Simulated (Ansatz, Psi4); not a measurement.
CO2 (carbon dioxide): the vertical ionisation energy from total energies

The species is CO2 (3 atoms), meant as a singlet with charge 0. As SMILES, `O=C=O`. The shape is that of a PBE0-D4/def2-TZVP optimisation.

```xyz
3

O     0.3716   -1.0919    0.0882
C     0.0001    0.0001    0.0001
O    -0.3718    1.0918   -0.0883
```

Both states at this one shape; open shells run unrestricted unless said. 1 Eh = 27.2114 eV.

| level | program | singlet CO2 (Eh) | doublet [CO2]+ (Eh) |
| --- | --- | --- | --- |
| SVWN5/cc-pVTZ | Psi4 | -187.265137 | -186.750493 |
| HSE06/cc-pVTZ | Ansatz | -188.448890 | -187.944923 |
| wB97M-V/cc-pVTZ | Psi4 | -188.612689 | -188.108037 |
| CCSDT/STO-3G, 3 core orbitals frozen | Ansatz | -185.273778 | -184.911622 |

Problem. Work out the vertical ionisation energy at each level.

Solution. 
1. SVWN5/cc-pVTZ: -186.750493 − (-187.265137) = 0.514644 Eh = 14.00 eV; against experiment +0.22 eV.
2. HSE06/cc-pVTZ: -187.944923 − (-188.448890) = 0.503967 Eh = 13.71 eV; against experiment -0.07 eV.
3. wB97M-V/cc-pVTZ: -188.108037 − (-188.612689) = 0.504652 Eh = 13.73 eV; against experiment -0.05 eV.
4. CCSDT/STO-3G: -184.911622 − (-185.273778) = 0.362156 Eh = 9.85 eV; against experiment -3.93 eV.

The measured vertical value is 13.78 eV (NIST CCCBDB). Minimal sets are far from the basis-set limit. The second state is spin-contaminated at CCSDT/STO-3G (⟨S²⟩ = 0.97).
